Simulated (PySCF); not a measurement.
An EPR job on `C[C@H]1[CH]SC1` [radical].

Method: UKS B3LYP, pcH-1 on C H S, non-relativistic, mean-field spin-orbit, GIAO (PySCF 2.14.0). Geometry: GFN2-xTB. A driver script takes a list of jobs; this job's settings line and coordinates (Å) are shown.

Command:
```bash
OMP_NUM_THREADS=1 python probes_run.py task.json out
```

Input:
```
{"job": {"kind": "epr", "basis": "pcH-1"}, "charge": 0, "multiplicity": 2}
C      1.406334    -0.188574    -0.167105
C      0.027660     0.101394     0.421844
C     -0.616888     1.354859    -0.063318
S     -2.117546     0.667575    -0.571874
C     -1.107199    -0.790079    -0.110605
H      1.372591    -0.132029    -1.252870
H      1.742284    -1.181453     0.124377
H      2.123720     0.543902     0.194643
H      0.100510     0.044453     1.518078
H     -0.476413     2.370971     0.243357
H     -1.607796    -1.414382     0.625058
H     -0.846058    -1.377322    -0.987611
```

Output:
```
UKS, coarse grid
  cycle   1  E = -554.73556616  |g| = 2.74e-01
  cycle   2  E = -554.71325359  |g| = 3.36e-01
  cycle   3  E = -554.77054106  |g| = 6.09e-02
  cycle   4  E = -554.77222924  |g| = 3.46e-02
  cycle   5  E = -554.77280820  |g| = 5.47e-03
  cycle   6  E = -554.77283068  |g| = 2.94e-03
  cycle   7  E = -554.77283667  |g| = 1.06e-03
  cycle   8  E = -554.77283834  |g| = 3.71e-04
UKS, final grid
  cycle   1  E = -554.77287294  |g| = 4.43e-04
  cycle   2  E = -554.77287283  |g| = 6.44e-04
  cycle   3  E = -554.77287304  |g| = 4.48e-05
  cycle   4  E = -554.77287304  |g| = 2.23e-05
E = -554.77287304 Eh   <S^2> = 0.7543 (exact 0.7500)
g shifts (ppm)      1          2          3
  rmc          -172       -172       -172
  gc              6         34         36
  oz_so        -612        913       7723
  total        -778        775       7586
hyperfine (MHz)  atom isotope    a_iso     a_fc   dipolar eigenvalues
    0   13C      52.56      52.57     -2.93     -2.69      5.62
    1   13C     -20.97     -20.98     -2.26     -0.34      2.59
    2   13C     135.90     135.44    -69.78    -68.12    137.90
    3   33S       5.56       6.06    -27.14    -21.49     48.63
    4   13C       0.23       0.18     -1.44     -0.39      1.83
    5    1H      -2.30      -2.30     -4.50     -2.06      6.56
    6    1H       3.24       3.24     -2.19     -1.76      3.95
    7    1H      -2.58      -2.58     -3.26     -2.32      5.59
    8    1H      83.06      83.05     -3.82     -2.99      6.81
    9    1H     -35.27     -35.39    -32.29     -1.36     33.65
   10    1H       6.86       6.86     -2.54     -1.69      4.22
   11    1H       3.93       3.92     -2.89     -1.84      4.73
```

rmc, gc and oz_so are the mass-correction, gauge-correction and orbital-Zeeman/spin–orbit parts of the g shift along its three principal axes; a_iso is the isotropic hyperfine coupling and a_fc its Fermi-contact part. The program numbers atoms from 0.

**Question.** Get g_iso from the total shifts.

**Answer.** Their mean is 2528 ppm; added to g_e = 2.002319 it gives 2.00485.

**Question.** How far is ⟨S²⟩ from the pure-spin value?

**Answer.** S = 0.5 gives S(S+1) = 0.75; the run has 0.7543, 0.0043 more.

In short: ⟨S²⟩ 0.754; g_iso 2.0048.

Isolated species at its GFN2-xTB geometry, gas phase.

**Question.** How long does this job take on one thread, Arm Neoverse V1 (aarch64) (shared host)? And the peak memory of the process?

**Answer.** About 33 s (density and orbital grids were written too), with 0.71 GiB resident at the peak, the Python interpreter and its libraries included.
Labels such as C1 count atoms from 1, the log's own numbers from 0.
